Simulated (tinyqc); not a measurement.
Inside a calculation. Method: extended Hueckel theory, for H2O. One step of it, computed by the program tinyqc.

Question. Orbitals. Solve H C = S C e through S^(-1/2); fill by pairs from the bottom, a degenerate level sharing its electrons equally; each orbital has its largest coefficient positive (the first on a tie).

H (eV), lower triangle:
```
             1O 2s      1O 2px      1O 2py      1O 2pz       2H 1s       3H 1s
1O 2s   -32.300000
1O 2px    0.000000  -14.800000
1O 2py    0.000000    0.000000  -14.800000
1O 2pz    0.000000    0.000000    0.000000  -14.800000
2H 1s   -18.201462    0.000000   -7.670321   -5.867297  -13.600000
3H 1s   -18.201462    0.000000    7.670321   -5.867297   -5.173013  -13.600000
```

overlap S, lower triangle:
```
           1O 2s    1O 2px     1O 2py    1O 2pz     2H 1s     3H 1s
1O 2s   1.000000
1O 2px  0.000000  1.000000
1O 2py  0.000000  0.000000   1.000000
1O 2pz  0.000000  0.000000   0.000000  1.000000
2H 1s   0.453195  0.000000   0.308665  0.236109  1.000000
3H 1s   0.453195  0.000000  -0.308665  0.236109  0.217353  1.000000
```

valence electrons = 8

Give: orbital energies; occupations; coefficients; sum of one-electron energies.

Answer.

orbital energies (eV): -33.229  -17.105  -15.459  -14.800  -0.696  8.559

occupations: 2.000  2.000  2.000  2.000  0.000  0.000

coefficients:
```
           MO1     MO2     MO3    MO4     MO5     MO6
1O 2s    0.871   0.000  -0.182  0.000   0.000   0.894
1O 2px   0.000   0.000   0.000  1.000   0.000   0.000
1O 2py   0.000   0.715   0.000  0.000   0.901   0.000
1O 2pz  -0.028   0.000   0.921  0.000   0.000   0.559
2H 1s    0.129   0.344   0.137  0.000  -0.852  -0.827
3H 1s    0.129  -0.344   0.137  0.000   0.852  -0.827
```

sum of one-electron energies = -161.185 eV
